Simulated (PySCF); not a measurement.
These are PBE0-D4/def2-TZVP in PySCF 2.14.0 values and carry that method's errors. All species are isolated molecules in the gas phase. 

Reference species (SMILES): `C[CH2]` (neutral, multiplicity 2).

| Property | Result |
|---|---|
| highest occupied spin orbital | -5.93 eV |

Changed species: `[CH2]F` (radical fragment; the reference has radical fragment).

**Question.** Predict the effect on the highest occupied spin orbital.

**Answer.** the highest occupied spin orbital drops by 0.48 eV, to -6.41 eV.
